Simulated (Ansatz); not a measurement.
## One structure, 3 elements: KAl3, RbAl3, CsAl3

Plane-wave DFT in Ansatz with scalar-relativistic PAW potentials, cutoff 420 eV, Γ-centred meshes chosen by cell and gap, Gaussian smearing with energies taken to zero width. Every cell was relaxed (cell and atoms) in a run of its own, within the symmetry of its start. Functional: PBE.

All members share space group Pm-3m and the same sites; only the element on one set of sites changes (K, Rb, Cs). Members needn't be the stable form of their composition. Energies over the elements, where given, are against the elements' standard states in the same functional (H₂, N₂, O₂ and halogens uncorrected, Hg as a solid). The first member:

Space group Pm-3m (No. 221). a = 4.518 Å, b = 4.518 Å, c = 4.518 Å, α = 90.00°, β = 90.00°, γ = 90.00°
```tsv
atom	site	symmetry	x	y	z
K	1a	m-3m	0.0000	0.0000	0.0000
Al	3c	4/mm.m	0.0000	0.5000	0.5000
```

| compound | V (Å³/atom) | a (Å) | energy over elements (eV/atom) |
| --- | --- | --- | --- |
| KAl3 | 23.06 | 4.518 | 0.484 |
| CsAl3 | 27.86 | 4.812 | 0.827 |

Task: Predict the member with Rb.

Result: V (Å³/atom) 25.89, a (Å) 4.696, energy over elements (eV/atom) 0.671. Interpolating linearly in period between K and Cs would give 25.46 Å³/atom (1.7 % too small), with 0.655 eV/atom over the elements. Over the whole series the volume grows at each step down the group; all are metallic on the mesh; none is bound against its elements in this structure, and K comes closest.

Spin-orbit coupling is left out, which matters for the bands of heavy elements.